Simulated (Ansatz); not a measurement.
The same path of CH₄O₂S (8 atoms, charge 0, multiplicity 1) was run twice with different band settings. The coordinate that changes most is the dihedral O1–C2–S3–O4.

Theory: RHF/def2-SVP (Ansatz).

Relaxed end points:

```xyz
8
Properties=species:S:1:pos:R:3
O 0.495 0.994 -0.864
C 0.178 0.745 0.453
S 0.400 -0.973 0.957
O -0.689 -1.659 -0.095
H -0.168 0.615 -1.420
H -0.850 1.031 0.682
H 0.849 1.318 1.091
H -0.214 -2.071 -0.803
```

```xyz
8
Properties=species:S:1:pos:R:3
O 0.326 1.180 -0.932
C 0.095 0.687 0.332
S -0.978 -0.758 0.407
O -0.065 -1.877 -0.392
H -0.491 1.273 -1.400
H -0.410 1.408 0.986
H 1.060 0.449 0.772
H 0.462 -2.363 0.226
```

Common settings: movable images 7; climbing image yes; spring 5.0 eV/Å²; optimiser quadratic models (default); start path through a guess of the saddle point; force threshold 0.05 eV/Å; end points relaxed.

| run | iteration limit |
| --- | --- |
| 1 | 60 |
| 2 | 10 |

Question: What does each run give, and how far can it be trusted?

Answer: Run 1: converged after 8 iterations, highest image 0.170 eV above the first end. A vibrational analysis at the climbing image gives one clearly imaginary mode, 146i cm⁻¹: a first-order saddle point.
Run 2: converged after 8 iterations, highest image 0.170 eV above the first end. Another band between the same ends (7 images) ends at a top of the same energy, where a vibrational analysis finds 1 clearly imaginary mode.
